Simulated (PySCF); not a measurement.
H₄Si. Atoms are numbered in the order given.

```xyz
5

Si     0.0000     0.0000     0.0000
H      0.8546    -0.8546    -0.8546
H     -0.8546    -0.8546     0.8546
H     -0.8546     0.8546    -0.8546
H      0.8546     0.8546     0.8546
```

The structure is a stationary point at B3LYP-D3(BJ)/def2-TZVPD. The isomer is the one that the SMILES or the coordinates give; other isomers of the formula were not compared.

The numbers are results of B3LYP/def2-TZVPD (PySCF), not measurements.

Isolated molecule, no solvent.

Computed frontier levels, gap, dipole moment and polarisability:
```
Quantity                                                                                                       Result
---------------------------------------------------------------------------------------------  ----------------------
highest occupied level                                                                                       -9.67 eV
lowest empty level                                                                                            0.14 eV
orbital gap                                                                                                   9.81 eV
dipole moment                                                                                                  0.00 D
quadrupole, principal values (traceless, Buckingham form, about the centre of nuclear charge)    0.00, 0.00, 0.00 D·Å
mean static polarisability                                                                       31.8 bohr³ (4.71 Å³)
polarisability, principal values                                                               31.8, 31.8, 31.8 bohr³
```
